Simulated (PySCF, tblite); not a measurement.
**C₅H₅F: a rotation path, then NMR shifts and spin-spin couplings on frames**

Aim: move C₅H₅F (`C=C(F)C1=CC1`) away from its starting geometry and see how NMR shifts and spin-spin couplings follow the geometry.

Computed with tblite 0.8.0 and PySCF 2.14.0, with density-fitted response routines of our own, on a single molecule in the gas phase. Atoms are numbered from 0 throughout.

**1. Starting geometry**

11 atoms, charge 0, multiplicity 1; geometry from: GFN2-xTB.

Bonds of the start (Å): C0–C1 1.33, C1–F2 1.36, C1–C3 1.42, C3–C4 1.31, C4–C5 1.50, C5–C3 1.50, C0–H6 1.07, C0–H7 1.07, C4–H8 1.06, C5–H9 1.08, C5–H10 1.08.

**2. A band between two rotamers with GFN2-xTB**

The job: settings as JSON, then the geometry in Å.

```
{"job": {"kind": "neb", "xc": "GFN2-xTB", "basis": "xTB", "atoms": [2, 1, 3, 5], "turn": 180}, "charge": 0, "multiplicity": 1}
C      1.730493    -0.809822     0.575842
C      1.089241    -0.160070    -0.392044
F      1.751244     0.162107    -1.532329
C     -0.268110     0.252519    -0.365177
C     -1.310293     0.830612    -0.906812
C     -1.520714     0.261071     0.461677
H      1.219544    -1.070446     1.482882
H      2.764133    -1.084208     0.471026
H     -1.768558     1.347807    -1.712012
H     -2.088642    -0.655148     0.577740
H     -1.592914     0.928247     1.313242
```

With the program's defaults for keys left out, this is: GFN2-xTB climbing-image nudged elastic band, gas phase.

Launch:

```sh
$ OMP_NUM_THREADS=1 python probes_run.py task.json out
```

One launch serves the whole session: the jobs run in the order shown.

The program printed:

```text
image   E - E0 / eV
  0       0.0000
  1       0.0313
  2       0.1058
  3       0.1800
  4       0.2111
  5       0.1850
  6       0.1225
  7       0.0637
  8       0.0405
```

Run time: 2.5 s. Hardware: 1 thread of Arm Neoverse N1, shared host; peak memory 0.18 GiB.

The final band, with the dihedral F2–C1–C3–C5:

| image | dihedral (°) | energy (eV) | energy (kcal/mol) |
| --- | --- | --- | --- |
| 0 | -180 | 0.000 | 0.0 |
| 1 | -157 | 0.031 | 0.7 |
| 2 | -135 | 0.106 | 2.4 |
| 3 | -112 | 0.180 | 4.2 |
| 4 | -89 | 0.211 | 4.9 |
| 5 | -66 | 0.185 | 4.3 |
| 6 | -43 | 0.122 | 2.8 |
| 7 | -22 | 0.064 | 1.5 |
| 8 | 0 | 0.041 | 0.9 |

**3. Nuclear shieldings: image 0, PBE0/pcSseg-1**

The job: settings as JSON, then the geometry in Å.

```
{"job": {"kind": "nmr", "xc": "PBE0", "basis": "pcSseg-1", "pop": false}, "charge": 0, "multiplicity": 1}
C      1.730500    -0.809800     0.575800
C      1.089200    -0.160100    -0.392000
F      1.751200     0.162100    -1.532300
C     -0.268100     0.252500    -0.365200
C     -1.310300     0.830600    -0.906800
C     -1.520700     0.261100     0.461700
H      1.219500    -1.070400     1.482900
H      2.764100    -1.084200     0.471000
H     -1.768600     1.347800    -1.712000
H     -2.088600    -0.655100     0.577700
H     -1.592900     0.928200     1.313200
```

Method: GIAO PBE0/pcSseg-1 NMR shielding, non-relativistic, gas phase.

The program printed:

```text
coarse grid: 9616 points
cycle   1  E = -292.8113382426  dE =  9.885e-01  |g| = 4.995e-01  |ddm| = 3.075e+00
cycle   2  E = -292.7812728130  dE =  3.007e-02  |g| = 6.657e-01  |ddm| = 8.721e-01
cycle   3  E = -292.8589236311  dE = -7.765e-02  |g| = 8.534e-02  |ddm| = 4.964e-01
cycle   4  E = -292.8603959180  dE = -1.472e-03  |g| = 4.079e-02  |ddm| = 1.205e-01
cycle   5  E = -292.8607666025  dE = -3.707e-04  |g| = 1.320e-02  |ddm| = 4.512e-02
cycle   6  E = -292.8608044707  dE = -3.787e-05  |g| = 3.688e-03  |ddm| = 1.597e-02
cycle   7  E = -292.8608075265  dE = -3.056e-06  |g| = 1.541e-03  |ddm| = 5.370e-03
final grid: 94504 points
cycle   8  E = -292.9041921759  dE = -2.657e-05  |g| = 6.667e-03  |ddm| = 2.599e-02
cycle   9  E = -292.9041866730  dE =  5.503e-06  |g| = 8.447e-03  |ddm| = 1.555e-02
cycle  10  E = -292.9042033707  dE = -1.670e-05  |g| = 1.267e-03  |ddm| = 8.880e-03
cycle  11  E = -292.9042037278  dE = -3.571e-07  |g| = 2.998e-04  |ddm| = 1.140e-03
cycle  12  E = -292.9042037468  dE = -1.906e-08  |g| = 1.481e-04  |ddm| = 4.083e-04
cycle  13  E = -292.9042037510  dE = -4.169e-09  |g| = 2.588e-05  |ddm| = 1.411e-04
cycle  14  E = -292.9042037511  dE = -1.144e-10  |g| = 1.383e-05  |ddm| = 3.848e-05
converged SCF energy = -292.9042037511

GIAO shielding tensors (ppm)
atom      isotropic    diamagn.    paramagn.     s11        s22        s33       span
  0 C       77.982     258.699    -180.717    -16.811     91.348    159.409    176.221
  1 C       18.797     246.039    -227.242    -82.397     68.046     70.742    153.139
  2 F      275.037     475.265    -200.228    180.032    293.178    351.902    171.870
  3 C       67.945     256.613    -188.668    -70.766    105.646    168.956    239.722
  4 C       69.542     254.787    -185.245    -53.446     80.000    182.073    235.519
  5 C      176.873     247.859     -70.986    140.215    152.099    238.307     98.092
  6 H       26.519      32.026      -5.507     24.274     24.848     30.433      6.159
  7 H       26.121      28.764      -2.643     23.848     24.861     29.656      5.808
  8 H       24.392      32.665      -8.274     21.319     24.626     27.230      5.910
  9 H       30.382      29.850       0.533     25.301     26.947     38.899     13.599
 10 H       30.382      29.852       0.530     25.305     26.945     38.897     13.592
```

Wall time 17 s (1 thread of Arm Neoverse N1, shared host); peak memory 0.6 GiB.

The references, computed at this level on geometries of the same kind, shield at (ppm): 1H TMS 31.72, 13C TMS 186.9, 19F CFCl3 170.9. Their shielding less the atom's gives the shift. The references are single molecules in the gas phase, so shifts against H2O, NH3, PH3, H3PO4 or CFCl3 are not on the usual liquid scales and can be off by tens of ppm. Each atom is listed at this fixed geometry, with no averaging over motion; a spectrum would average atoms that exchange fast.

| atoms | environment | σ (ppm) | δ (ppm) |
| --- | --- | --- | --- |
| C1 | fully substituted alkene carbon bonded to F | 18.8 | 168.1 |
| C3 | fully substituted alkene carbon | 67.9 | 119.0 |
| C4 | alkene CH | 69.5 | 117.4 |
| C0 | terminal =CH2 carbon | 78.0 | 108.9 |
| C5 | three-membered-ring carbon | 176.9 | 10.1 |
| H8 | hydrogen on an alkene CH | 24.39 | 7.33 |
| H7 | hydrogen on a terminal =CH2 carbon | 26.12 | 5.60 |
| H6 | hydrogen on a terminal =CH2 carbon | 26.52 | 5.20 |
| H9 | hydrogen on a three-membered-ring carbon | 30.38 | 1.33 |
| H10 | hydrogen on a three-membered-ring carbon | 30.38 | 1.33 |
| F2 | vinylic fluorine | 275.0 | -104.1 |

Ring of atoms C3, C4, C5: NICS(0) -30.7, NICS(1) -7.1, NICS(1)zz -15.5 ppm (means of both faces).

In rings of three or four atoms NICS is ruled by the nearby σ bonds, so it says little on aromaticity.

Orbitals, density, ELF and potential are computed afterwards from the orbital file.

Frontier orbitals at PBE0/pcSseg-1, with the share of their density that lies nearest to each atom:

| orbital | energy (eV) | lies on |
| --- | --- | --- |
| HOMO | -6.88 | C0, C4 about 24 % each; C3 15 %; C1 9 % |
| LUMO | -1.36 | C0, C4 about 23 % each; C1, C3 about 16 % each; H8 7 % |

ELF in a plane through or near 9 of the atoms.

Values, 10 rows by 14 columns:
```
0.00 0.00 0.00 0.00 0.00 0.00 0.00 0.00 0.00 0.00 0.00 0.00 0.00 0.00
0.00 0.00 0.00 0.00 0.00 0.00 0.00 0.00 0.00 0.00 0.00 0.00 0.00 0.00
0.00 0.00 0.00 0.00 0.35 0.59 0.01 0.00 0.02 0.02 0.00 0.00 0.00 0.00
0.00 0.00 0.00 0.04 0.97 1.00 0.18 0.15 0.40 0.42 0.06 0.00 0.00 0.00
0.00 0.00 0.70 0.96 0.31 0.64 0.05 0.77 0.29 0.28 0.41 0.03 0.00 0.00
0.00 0.00 0.89 1.00 0.62 0.76 0.53 0.34 0.60 0.79 0.48 0.02 0.00 0.00
0.00 0.00 0.01 0.01 0.18 0.78 0.37 0.42 0.74 0.75 0.98 0.23 0.00 0.00
0.00 0.00 0.00 0.02 0.70 0.46 0.81 0.01 0.12 0.89 0.99 0.28 0.00 0.00
0.00 0.00 0.00 0.00 0.09 0.29 0.24 0.00 0.00 0.03 0.07 0.00 0.00 0.00
0.00 0.00 0.00 0.00 0.00 0.00 0.00 0.00 0.00 0.00 0.00 0.00 0.00 0.00
```
The map spans 11.2 Å across and 9.0 Å up, centred on the molecule. Atoms in the plane (x, y in Å): C0 (-2.0, 0.4), C1 (-1.0, -0.6), F2 (-1.4, -1.9), C3 (0.4, -0.3), C4 (1.6, -0.8), C5 (1.4, 0.7), H6 (-1.7, 1.4), H7 (-3.0, 0.1), H8 (2.3, -1.6).

On the surface of density 0.002 e/bohr³ the electrostatic potential runs, from the 1st to the 99th percentile, from -0.85 V near F2 to 1.16 V near H8.

**4. J couplings: image 0, B3LYP/pcJ-1**

Settings changed since step 3:

```diff
@@ -1,2 +1,2 @@
-{"job": {"kind": "nmr", "xc": "PBE0", "basis": "pcSseg-1", "pop": false}, "charge": 0, "multiplicity": 1}
+{"job": {"kind": "j", "xc": "B3LYP", "basis": "pcJ-1"}, "charge": 0, "multiplicity": 1}
 C      1.730500    -0.809800     0.575800
```

With the program's defaults for keys left out, this is: B3LYP/pcJ-1 indirect spin-spin coupling, non-relativistic, gas phase.

The program printed:

```text
coarse grid: 9616 points
cycle   1  E = -293.1664477612  dE =  9.143e-01  |g| = 5.563e-01  |ddm| = 2.895e+00
cycle   2  E = -293.1188235801  dE =  4.762e-02  |g| = 7.755e-01  |ddm| = 9.493e-01
cycle   3  E = -293.2225726008  dE = -1.037e-01  |g| = 1.045e-01  |ddm| = 5.524e-01
cycle   4  E = -293.2245678331  dE = -1.995e-03  |g| = 5.530e-02  |ddm| = 1.379e-01
cycle   5  E = -293.2252490570  dE = -6.812e-04  |g| = 1.845e-02  |ddm| = 5.398e-02
cycle   6  E = -293.2253218835  dE = -7.283e-05  |g| = 4.593e-03  |ddm| = 1.768e-02
cycle   7  E = -293.2253262043  dE = -4.321e-06  |g| = 2.155e-03  |ddm| = 5.936e-03
final grid: 94504 points
cycle   8  E = -293.2779896398  dE = -1.197e-04  |g| = 6.555e-03  |ddm| = 1.935e-02
cycle   9  E = -293.2779751240  dE =  1.452e-05  |g| = 9.948e-03  |ddm| = 1.479e-02
cycle  10  E = -293.2779992463  dE = -2.412e-05  |g| = 1.639e-03  |ddm| = 9.715e-03
cycle  11  E = -293.2779997962  dE = -5.499e-07  |g| = 8.389e-04  |ddm| = 1.858e-03
cycle  12  E = -293.2779999451  dE = -1.488e-07  |g| = 2.693e-04  |ddm| = 8.023e-04
cycle  13  E = -293.2779999578  dE = -1.273e-08  |g| = 4.350e-05  |ddm| = 2.082e-04
cycle  14  E = -293.2779999582  dE = -4.032e-10  |g| = 1.700e-05  |ddm| = 5.305e-05
converged SCF energy = -293.2779999582

Indirect spin-spin couplings (Hz)
  i      j    bonds     total        FC       PSO       DSO        SD
  0 C    1 C    1     96.243   104.847    -8.842     0.238         -
  0 C    2 F    2     24.163    33.078   -21.474    -0.286    12.846
  0 C    3 C    2      9.647     9.553     0.111    -0.018         -
  0 C    4 C    3      6.139     5.654     0.585    -0.101         -
  0 C    5 C    3      0.126     0.166    -0.018    -0.022         -
  0 C    6 H    1    172.375   171.303     0.424     0.648         -
  0 C    7 H    1    169.557   168.472     0.437     0.649         -
  0 C    8 H    4     -1.482    -1.497     0.393    -0.378         -
  0 C    9 H    4      1.054     1.092     0.069    -0.107         -
  0 C   10 H    4      1.052     1.090     0.069    -0.107         -
  1 C    2 F    1   -322.487  -318.878    -7.946     0.850     3.487
  1 C    3 C    1    104.753   107.571    -3.157     0.340         -
  1 C    4 C    2     -5.814    -5.780     0.034    -0.068         -
  1 C    5 C    2      2.722     3.089    -0.336    -0.031         -
  1 C    6 H    2      8.315     9.966    -1.365    -0.286         -
  1 C    7 H    2     -7.785    -6.118    -1.320    -0.346         -
  1 C    8 H    3      3.604     3.612     0.312    -0.319         -
  1 C    9 H    3     -2.956    -2.875     0.080    -0.161         -
  1 C   10 H    3     -2.956    -2.874     0.080    -0.161         -
  2 F    3 C    2     40.064    41.583    -4.376     0.001     2.857
  2 F    4 C    3     -3.320     1.155     0.600    -0.132    -4.943
  2 F    5 C    3      6.996     7.753    -1.397    -0.345     0.985
  2 F    6 H    3     37.353    41.500    -2.410    -2.373     0.637
  2 F    7 H    3     10.388    15.787    -4.148    -0.312    -0.939
  2 F    8 H    4      5.909     5.811     0.697    -0.510    -0.089
  2 F    9 H    4     -0.662    -0.657     1.011    -1.200     0.184
  2 F   10 H    4     -0.666    -0.660     1.010    -1.200     0.184
  3 C    4 C    1     69.700    75.303    -5.806     0.203         -
  3 C    5 C    1     12.296    12.746    -0.643     0.193         -
  3 C    6 H    3      4.811     4.835    -0.130     0.106         -
  3 C    7 H    3     10.329    10.390     0.390    -0.451         -
  3 C    8 H    2      2.324     2.548     0.572    -0.796         -
  3 C    9 H    2     -0.497    -0.454     0.240    -0.283         -
  3 C   10 H    2     -0.499    -0.456     0.241    -0.284         -
  4 C    5 C    1     13.248    14.216    -1.112     0.144         -
  4 C    6 H    4     -0.885    -1.038     0.455    -0.302         -
  4 C    7 H    4      0.617     0.618     0.403    -0.404         -
  4 C    8 H    1    246.071   246.619    -1.290     0.741         -
  4 C    9 H    2     -2.997    -2.912     0.325    -0.409         -
  4 C   10 H    2     -2.992    -2.907     0.326    -0.410         -
  5 C    6 H    4      0.707     0.737    -0.176     0.145         -
  5 C    7 H    4      0.771     0.816     0.274    -0.319         -
  5 C    8 H    2      2.670     2.616     0.730    -0.677         -
  5 C    9 H    1    173.607   172.306     0.547     0.754         -
  5 C   10 H    1    173.673   172.373     0.546     0.754         -
  6 H    7 H    2     -3.842    -4.127     3.915    -3.631         -
  6 H    8 H    5      1.505     1.569     1.254    -1.317         -
  6 H    9 H    5     -0.893    -0.862    -0.388     0.358         -
  6 H   10 H    5     -0.892    -0.862    -0.389     0.359         -
  7 H    8 H    5      1.603     1.718     1.216    -1.332         -
  7 H    9 H    5     -0.981    -0.883     0.993    -1.091         -
  7 H   10 H    5     -0.980    -0.883     0.993    -1.091         -
  8 H    9 H    3     -0.687    -0.551     1.955    -2.091         -
  8 H   10 H    3     -0.689    -0.553     1.955    -2.091         -
  9 H   10 H    2      5.940     5.802     3.210    -3.072         -
```

Wall time 36 s (1 thread of Arm Neoverse N1, shared host); peak memory 0.92 GiB.

Beyond four bonds or across contacts, the largest of 1 Hz or more: H7–H8 1.6 Hz, H6–H8 1.5 Hz.

Couplings of 1 Hz or more over one to four bonds, nine at most for each number (isotopes 13C, 19F, 1H):

| pair | bonds | J (Hz) | Fermi contact (Hz) | dihedral (°) |
| --- | --- | --- | --- | --- |
| C1–F2 | 1 | -322.5 | -318.9 | – |
| C4–H8 | 1 | 246.1 | 246.6 | – |
| C5–H10 | 1 | 173.7 | 172.4 | – |
| C5–H9 | 1 | 173.6 | 172.3 | – |
| C0–H6 | 1 | 172.4 | 171.3 | – |
| C0–H7 | 1 | 169.6 | 168.5 | – |
| C1–C3 | 1 | 104.8 | 107.6 | – |
| C0–C1 | 1 | 96.2 | 104.8 | – |
| C3–C4 | 1 | 69.7 | 75.3 | – |
| F2–C3 | 2 | 40.1 | 41.6 | – |
| C0–F2 | 2 | 24.2 | 33.1 | – |
| C0–C3 | 2 | 9.6 | 9.6 | – |
| C1–H6 | 2 | 8.3 | 10.0 | – |
| C1–H7 | 2 | -7.8 | -6.1 | – |
| H9–H10 | 2 | 5.9 | 5.8 | – |
| C1–C4 | 2 | -5.8 | -5.8 | – |
| H6–H7 | 2 | -3.8 | -4.1 | – |
| C4–H9 | 2 | -3.0 | -2.9 | – |
| F2–H6 | 3 | 37.4 | 41.5 | 180 |
| F2–H7 | 3 | 10.4 | 15.8 | 0 |
| C3–H7 | 3 | 10.3 | 10.4 | -180 |
| F2–C5 | 3 | 7.0 | 7.8 | -180 |
| C0–C4 | 3 | 6.1 | 5.7 | 180 |
| C3–H6 | 3 | 4.8 | 4.8 | 0 |
| C1–H8 | 3 | 3.6 | 3.6 | 0 |
| F2–C4 | 3 | -3.3 | 1.2 | 0 |
| C1–H9 | 3 | -3.0 | -2.9 | -74 |
| F2–H8 | 4 | 5.9 | 5.8 | – |
| C0–H8 | 4 | -1.5 | -1.5 | – |
| C0–H9 | 4 | 1.1 | 1.1 | – |
| C0–H10 | 4 | 1.1 | 1.1 | – |

The spin-dipole term was solved for some atoms only; pairs without it lack that part.

**5. Shielding tensors: image 2, PBE0/pcSseg-1**

The job: settings as JSON, then the geometry in Å.

```
{"job": {"kind": "nmr", "xc": "PBE0", "basis": "pcSseg-1", "pop": false}, "charge": 0, "multiplicity": 1}
C      1.707700    -0.984100     0.445500
C      1.127200    -0.032000    -0.273200
F      1.888800     0.770400    -1.061000
C     -0.270200     0.259900    -0.326700
C     -1.358000     0.586600    -0.969200
C     -1.505500     0.457000     0.514700
H      1.115900    -1.648200     1.046600
H      2.772300    -1.131600     0.416500
H     -1.873300     0.768100    -1.878700
H     -2.015500    -0.398500     0.941200
H     -1.583900     1.355000     1.118300
```

Level: GIAO PBE0/pcSseg-1 NMR shielding, non-relativistic, gas phase.

The program printed:

```text
coarse grid: 9616 points
cycle   1  E = -292.8031757775  dE =  9.879e-01  |g| = 5.092e-01  |ddm| = 3.053e+00
cycle   2  E = -292.7682613013  dE =  3.491e-02  |g| = 6.885e-01  |ddm| = 8.975e-01
cycle   3  E = -292.8526233977  dE = -8.436e-02  |g| = 9.294e-02  |ddm| = 5.290e-01
cycle   4  E = -292.8543957160  dE = -1.772e-03  |g| = 4.504e-02  |ddm| = 1.295e-01
cycle   5  E = -292.8548465562  dE = -4.508e-04  |g| = 1.389e-02  |ddm| = 4.890e-02
cycle   6  E = -292.8548892512  dE = -4.270e-05  |g| = 3.146e-03  |ddm| = 1.625e-02
cycle   7  E = -292.8548914147  dE = -2.164e-06  |g| = 1.251e-03  |ddm| = 4.797e-03
final grid: 94504 points
cycle   8  E = -292.8976634570  dE = -2.498e-05  |g| = 6.194e-03  |ddm| = 2.565e-02
cycle   9  E = -292.8976606648  dE =  2.792e-06  |g| = 7.296e-03  |ddm| = 1.385e-02
cycle  10  E = -292.8976734161  dE = -1.275e-05  |g| = 1.140e-03  |ddm| = 7.738e-03
cycle  11  E = -292.8976736760  dE = -2.598e-07  |g| = 1.936e-04  |ddm| = 9.450e-04
cycle  12  E = -292.8976736821  dE = -6.164e-09  |g| = 1.264e-04  |ddm| = 2.819e-04
cycle  13  E = -292.8976736855  dE = -3.395e-09  |g| = 1.859e-05  |ddm| = 1.245e-04
cycle  14  E = -292.8976736856  dE = -4.707e-11  |g| = 1.066e-05  |ddm| = 2.363e-05
converged SCF energy = -292.8976736856

GIAO shielding tensors (ppm)
atom      isotropic    diamagn.    paramagn.     s11        s22        s33       span
  0 C       82.130     258.315    -176.186    -20.010    102.043    164.355    184.365
  1 C       18.575     245.642    -227.067    -87.821     65.621     77.926    165.747
  2 F      260.270     474.356    -214.085    173.466    281.080    326.264    152.798
  3 C       65.850     256.269    -190.419    -75.396    102.849    170.098    245.494
  4 C       65.657     255.193    -189.536    -63.572     81.066    179.476    243.048
  5 C      174.795     247.594     -72.799    137.509    150.834    236.042     98.532
  6 H       26.698      31.856      -5.158     24.071     25.502     30.522      6.452
  7 H       26.151      28.838      -2.687     22.924     25.445     30.083      7.159
  8 H       24.300      32.516      -8.216     20.651     24.922     27.328      6.677
  9 H       30.314      30.086       0.227     25.444     26.987     38.509     13.065
 10 H       30.373      29.792       0.581     24.903     27.427     38.789     13.885
```

It took 12 s on 1 thread of Arm Neoverse N1, shared host; peak memory 0.65 GiB.

This run: δ C1 168.3, C4 121.3, C3 121.1, C0 104.8, H8 7.42, H7 5.57 ppm.

(Part 1 of 3 ends here.)
